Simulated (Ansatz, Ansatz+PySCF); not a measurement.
```xyz
4

C     0.0000    0.0000   -0.3298
O     0.0000    1.2225    0.2231
O     0.0000   -1.2225    0.2231
H     0.0000    0.0000   -1.5909
```

RHF-MP2 on singlet CHO₂(-) was run in several spherical basis sets with Ansatz (development build ahead of 0.2.0). Frozen core: 3 orbitals. Caution: no diffuse functions for an anion.

Problem. Rank the basis sets by the total energy that they give, lowest first, with the distance from the lowest.
A. def2-TZVP
B. def2-SVP
C. 6-31G(d)
D. cc-pVDZ
E. cc-pVTZ

Solution. A (0.00 eV), E (0.27 eV), D (5.75 eV), C (6.68 eV), B (10.25 eV).

Totals follow the description of the cores as much as that of the bonds, so this order isn't one of quality for chemistry.
